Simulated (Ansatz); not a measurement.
System: hcp Ti. Method: r²SCAN in Ansatz (PAW).

Run with plane-wave cutoff 560 eV, 24×24×12 k mesh (along the axes of the cell as run), Fermi–Dirac smearing 0.05 eV, no spin polarisation, scalar-relativistic PAW data made under PBE.

Computed at the level's own relaxed cell.

Task: Predict the bulk modulus, lattice parameter c, volume per atom, pressure derivative B′ of the bulk modulus and equilibrium lattice constant a.

Result: 
* **bulk modulus**: 117 GPa
* **lattice parameter c**: 4.638 Å
* **volume per atom**: 17.31 Å³/atom
* **pressure derivative B′ of the bulk modulus**: 3.5
* **equilibrium lattice constant a**: 2.936 Å

The run finds no gap.

Measured, for comparison: bulk modulus 108 GPa (zero-point energy and finite temperature contributions removed; as tabulated in doi:10.1021/acs.jctc.3c00612); lattice parameter c 4.683 Å, lattice constant a 2.950 Å (293 K, not corrected to a static lattice; as tabulated in Wikipedia's data pages). Computed (rounded) less measured: bulk modulus +8 %, lattice parameter c -1.0 %, lattice constant a -0.5 %. A static lattice is as a rule a little smaller and stiffer than an uncorrected measurement, which narrows the difference in the lattice parameter c, lattice constant a and would widen misses of the other sign.

Note: the bulk modulus comes from volumes at which shape and atoms were relaxed.

Computed values are for the static lattice.

Cost on a shared machine: around 6 core-minutes (rough).

Ansatz is a quantum-chemistry and plane-wave program.
